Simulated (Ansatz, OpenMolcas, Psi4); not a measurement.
**How basis sets differ on SiH (SMILES [SiH])**

SiH has 2 atoms, charge 0, and is taken as a doublet. SMILES: `[SiH]`. The coordinates come from a PBE0-D4/def2-TZVP relaxation.

```xyz
2

Si    0.0000    0.0000   -0.0076
H     0.0000    0.0000    1.5241
```

Quantity: the dipole moment, in D. The values are calculated.

```csv
level,kind,program,value (D),CPU time
ROHF/ANO-RCC-MB (DKH2),Hartree–Fock,OpenMolcas,0.51,2.3 s
UHF/STO-3G,Hartree–Fock,OpenMolcas,0.17,1.7 s
UHF/3-21G,Hartree–Fock,Psi4,0.52,3.1 s
UHF/def2-SVP (density fitting),Hartree–Fock,Psi4,0.32,1.2 s
UHF/cc-pV(D+d)Z,Hartree–Fock,Ansatz,0.21,0.24 s
UHF/cc-pV(T+d)Z,Hartree–Fock,Ansatz,0.19,0.81 s
UHF/def2-TZVPPD,Hartree–Fock,Psi4,0.21,4.5 s
UHF/cc-pV(Q+d)Z,Hartree–Fock,Ansatz,0.19,2.4 s
UHF/cc-pV(5+d)Z,Hartree–Fock,Ansatz,0.19,7.1 s
```

The values span 0.17 to 0.52 D. Magnitudes only. Sets without polarisation functions give poor dipoles. Without the sets that lack polarisation functions the rows with a basis span only 0.19 to 0.32 D. Times are those of the runs behind each value, whatever else they computed, on shared processors of several kinds: orders of magnitude only.
